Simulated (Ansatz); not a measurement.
# CH₃OSi+ (SMILES O=[C+][SiH3]): one structure at several levels

One table from this session's results is given with a row withheld; the runs are named, their logs left out.

Computed with Ansatz 0.2.0, Gaussian basis. Level: single points in def2-TZVPP.

Correlated methods freeze the cores.

## Starting geometry

SMILES `O=[C+][SiH3]`, 6 atoms, charge 1, spin multiplicity 1.

Atoms are counted from 1 here; the program's logs count them from 0.

Bond lengths: O1–C2 1.052 Å, C2–Si3 1.998 Å, Si3–H4 1.398 Å, Si3–H5 1.499 Å, Si3–H6 1.502 Å. Angles: O1–C2–Si3 176.2°, C2–Si3–H4 97.4°, C2–Si3–H5 94.7°, C2–Si3–H6 98.4°, H4–Si3–H5 121.1°, H4–Si3–H6 117.3°, H5–Si3–H6 117.4°.

Coordinates:

```xyz
6

O     1.0268   -1.8382    0.9516
C     0.5483   -1.0299    0.4781
Si   -0.3301    0.5791   -0.3173
H    -1.3892   -0.0845   -0.9427
H     0.8805    1.0092   -1.0905
H    -0.6331    1.3154    0.9564
```

Set-up of the first run:

The input, run/in.yaml:

```yaml
crystal:
  periodic: [false, false, false]
  atoms:
    - {symbol: O, position_ang: [1.026800, -1.838200, 0.951600]}
    - {symbol: C, position_ang: [0.548300, -1.029900, 0.478100]}
    - {symbol: Si, position_ang: [-0.330100, 0.579100, -0.317300]}
    - {symbol: H, position_ang: [-1.389200, -0.084500, -0.942700]}
    - {symbol: H, position_ang: [0.880500, 1.009200, -1.090500]}
    - {symbol: H, position_ang: [-0.633100, 1.315400, 0.956400]}
basis:
  gaussian: {orbitals: def2-TZVPP}
total_charge: 1
correlation: {method: ccsd_t}
output: {forces: true}
```

The command line of these runs was not kept.

Among the steps run: CCSD(T)/def2-TZVPP; PBE0-D4/def2-TZVPP; wB97M-V/def2-TZVPP; r2SCAN-D4/def2-TZVPP; PBE-D4/def2-TZVPP; revPBE-D4/def2-TZVPP; HSE06-D4/def2-TZVPP.

One table of the session follows, with a row left open; its other results are not shown here.

| method | RMS force component (eV/Å) | angle to CCSD(T) forces (°) |
| --- | --- | --- |
| CCSD(T) | 3.734 | reference |
| PBE0-D4 | ? | ? |
| wB97M-V | 3.304 | 1.4 |
| r2SCAN-D4 | 3.554 | 2.1 |
| PBE-D4 | 3.950 | 2.5 |
| revPBE-D4 | 4.058 | 2.4 |
| HSE06-D4 | 3.351 | 2.1 |

**Question.** Estimate the row for PBE0-D4.

As computed: RMS force component (eV/Å): 3.336; angle to CCSD(T) forces (°): 2.1. In the column «RMS force component (eV/Å)» it lies between wB97M-V (3.304) and HSE06-D4 (3.351).
